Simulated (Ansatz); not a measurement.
Process, species as SMILES: N#N (N2) → 2 N atom
B3LYP-D3(BJ)/def2-TZVP geometries, fixed; electronic energies without zero-point terms.

The atomisation energy at MP2 with Ansatz (a quantum-chemistry and plane-wave program), in kcal/mol, split into its Hartree-Fock and correlation parts. Cores are frozen. Open shells are unrestricted. No added dispersion term, no relativity. Functions are those of the species that has most.

```csv
basis,X,functions,Hartree-Fock,MP2
aug-cc-pVDZ,2,46,109.82,213.47
aug-cc-pVTZ,3,92,115.19,229.80
aug-cc-pVQZ,4,160,116.19,235.85
aug-cc-pV5Z,5,254,116.26,238.00
```

Worked estimate of the basis-set limit from each neighbouring pair, with Hartree-Fock from the larger set and the correlation part extrapolated as X^-3.
Correlation parts: X = 2: 103.65, X = 3: 114.61, X = 4: 119.66, X = 5: 121.74.
- (2,3): (27·(114.61) - 8·(103.65))/19 = 119.22; with Hartree-Fock 115.19 the estimate is 234.41 kcal/mol.
- (3,4): (64·(119.66) - 27·(114.61))/37 = 123.35; with Hartree-Fock 116.19 the estimate is 239.54 kcal/mol.
- (4,5): (125·(121.74) - 64·(119.66))/61 = 123.92; with Hartree-Fock 116.26 the estimate is 240.18 kcal/mol.
The last two estimates differ by 0.65 kcal/mol; the largest set lies 2.18 from the last. Over the last step Hartree-Fock moves by 0.07 and the correlation part by 2.08.
